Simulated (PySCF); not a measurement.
# NMR data sheet: 1,1,1-trifluoroethane

- Formula: C2H3F3
- SMILES: CC(F)(F)F
- InChI: InChI=1S/C2H3F3/c1-2(3,4)5/h1H3
- Point group of the computed structure: C3v
- Degrees of unsaturation: 0
- Carbon signals: 2
- Proton signals: 1

Mapped SMILES: `[CH3:1][C:2]([F:3])([F:4])[F:5]` (H(Xn): hydrogen on atom n).

PySCF 2.14.0 with density-fitted response routines calculation with B3LYP/pcJ-1 coupling constants, coordinates at the GFN2-xTB level and shieldings: GIAO PBE0/pcSseg-1; single conformer, relativity neglected, fast rotation and ring inversion assumed for equivalent nuclei, in vacuum.

Shifts are taken against calculated references (same method and geometry level): TMS for ¹H (31.72 ppm), ¹³C (186.93 ppm); CFCl3 for ¹⁹F (170.95 ppm).

```tsv
carbon	δC, type	δH (multiplicity, J in Hz)	HMBC from (abs. J ≥ 3 Hz)	span of the C tensor (ppm)
C1	23.4, CH3	1.85 (q, 11.2)	–	39
C2	135.1, C	–	H(C1)	6
```

Other nuclei:
```json
{"atoms": "F3/F4/F5", "nucleus": "¹⁹F", "environment": "fluorine of a CF3 group", "δ (ppm)": "-78.8", "σ (ppm)": "249.7"}
```

Selected couplings (Hz, signed; the shortest-range and largest first, 30 at most; isotopes ¹³C, ¹⁹F, ¹H): ¹J(C2,F3) -342.3, ¹J(C1,H(C1)) 137.6, ¹J(C1,C2) 64.7, ²J(C1,F3) 32.0, ³J(F3,H(C1)) 11.2.

Carbon types of the structure: 1 × C, 1 × CH3, which accounts for all hydrogens. δC 135.1: CF3 carbon; 3 electronegative neighbours deshield it. δC 23.4: methyl carbon; aliphatic region, no heteroatom directly attached. δH 1.85: hydrogen on a methyl carbon.

Common functionals overestimate the size of one-bond C–F couplings by tens of Hz; these are unscaled. Splittings below 1 Hz are ignored in the labels, and close J values are merged. Shifts are as computed. Against solution values, carbons near 30 ppm lie about +3 ppm off and those near 130 ppm about +5 ppm. Of 1211 compounds with measured shifts, 218 miss one by over three times the rms of a fit or turn the order of signals round; such compounds aren't used in these exercises. Unscaled 19F shifts against computed CFCl3 carry errors that often reach 10 to 50 ppm.
